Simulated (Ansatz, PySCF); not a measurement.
This Ansatz (a quantum-chemistry and plane-wave program) input computes a B3LYP/def2-TZVPD energy:

Ansatz 0.2 input:
```yaml
crystal:
  periodic: [false, false, false]
  atoms:
    - {symbol: C, position_ang: [-0.00000000, -0.00000000, -0.63014053]}
    - {symbol: N, position_ang: [0.00000000, 0.00000000, 0.54012046]}
basis:
  gaussian:
    orbitals: def2-TZVPD
hamiltonian:
  xc: {name: B3LYP}
total_charge: -1
output: {forces: true}
```

Problem. Write an input for the same energy in PySCF and say what it gives.

Solution. 
```python
from pyscf import gto, scf, dft

mol = gto.M(
    atom='''
    C    -0.00000000   -0.00000000   -0.63014053
    N     0.00000000    0.00000000    0.54012046
    ''',
    basis='def2-tzvpd',
    charge=-1,
    spin=0,
    verbose=4,
)

mf = dft.RKS(mol, xc='b3lyp').density_fit(auxbasis='def2-universal-jkfit')
mf.grids.level = 3
mf.conv_tol = 1e-9
mf.max_cycle = 100
mf.max_memory = 1500
mf.kernel()
if not mf.converged:
    mf = mf.newton()
    mf.kernel(mf.make_rdm1())
mf.analyze()
```
It gives -92.89642 Eh, and Ansatz -92.89642 Eh, a difference of 0.00 mEh.
